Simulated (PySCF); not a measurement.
# C2ClF3 (Ethene, chlorotrifluoro-): the cost of one run

The runs use PySCF 2.14.0, with density-fitted response routines of our own; the level of theory stands in each step. All values are computed, except where a source is named. Atoms are numbered from 0 throughout.

### Step 1. The molecule as given

6 atoms, charge 0, multiplicity 1; geometry from: MMFF94s. The atoms were then displaced at random by about 0.03 Å, so the start is not that level's minimum.

Bonds of the start (Å): F0–C1 1.43, C1–F2 1.35, C1–C3 1.30, C3–F4 1.39, C3–Cl5 1.76.

### Step 2. Geometry optimisation at PBE0-D3(BJ)/def2-SVP

Job settings and geometry (Å):

```
{"job": {"xc": "PBE0", "basis": "def2-SVP", "d3": "d3bj", "grid": 1, "shake": 0.03, "kind": "geom"}, "charge": 0, "multiplicity": 1}
F      0.631930    -0.874570     1.561960
C      0.192380     0.134060     0.648740
F      0.184090     1.441730     0.990810
C     -0.076950    -0.207690    -0.580960
F     -0.207290    -1.546300    -0.926620
Cl    -0.661040     0.956760    -1.763200
```

Run with:

```bash
OMP_NUM_THREADS=1 python probes_run.py task.json out
```

This one command runs all jobs of the session in turn.

Q: Estimate the wall time and peak memory of this first job on 1 thread of Arm Neoverse V1, shared host.

About 22 s, with a peak of 0.37 GiB.
